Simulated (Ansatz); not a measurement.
H2SSi, SMILES [SiH]S: a test of scalar relativity, run with Ansatz 0.2.0 through its Python package.

The script, `x2c_h2ssi.py`:
```python
'''H2SSi with and without the spin-free two-component Hamiltonian.'''

import warnings

import ansatz as az
import numpy as np

SETTINGS = {
    'xc': 'pbe0',
}

GEOMETRY = '''
Si   -0.10840   -1.01350    0.23790
S     0.12230    1.09230   -0.28820
H     0.97210   -1.41030    1.02130
H    -0.93050    1.27110   -0.99130
'''

warnings.simplefilter('ignore', az.DeckWarning)

molecule = az.Crystal.molecule()
for line in GEOMETRY.strip().splitlines():
    symbol, *xyz = line.split()
    molecule = molecule.atom(symbol, [float(v) for v in xyz])

calculation = molecule.calculation().functional(SETTINGS['xc']).forces()
# a set contracted for a scalar-relativistic Hamiltonian goes with the relativistic run
sets = {'none': 'cc-pVTZ', 'scalar': 'cc-pVTZ-DK'}
found = {kind: calculation.basis(gaussian=basis).pseudopotentials(relativity=kind).run(threads=1).report for kind, basis in sets.items()}
for kind, each in found.items():
    dipole = 4.803205 * np.linalg.norm(each['charge_distribution']['dipole_moment_e_ang'])
    print(f'{kind:7s} E = {each["free_energy_ev"]:.4f} eV  dipole {dipole:.3f} D  largest force component {np.abs(each["forces_ev_ang"]).max():.4f} eV/A')
print(f'relativity lowers the total energy by {found["none"]["free_energy_ev"] - found["scalar"]["free_energy_ev"]:.3f} eV')
```

What does scalar relativity change in the total energy and in the dipole?

The total moves by -46.2 eV, nearly all in the cores, and the dipole from 0.02 to 0.03 D.

The run itself:

`python x2c_h2ssi.py` gives:
```text
none    E = -18738.0599 eV  dipole 0.021 D  largest force component 3.3135 eV/A
scalar  E = -18784.2327 eV  dipole 0.028 D  largest force component 3.3208 eV/A
relativity lowers the total energy by 46.173 eV
```

Caveats:
- Total energies depend on the basis set; only differences at equal settings carry meaning.
- The geometry is a force-field or estimated start, not a minimum of this method. The basis set changes with the Hamiltonian (a set recontracted for scalar relativity), and most of the change in the total lies in the cores.
- Finished in 3.9 s on 1 thread of Arm Neoverse V1, on a shared host, peak memory 0.22 GiB.
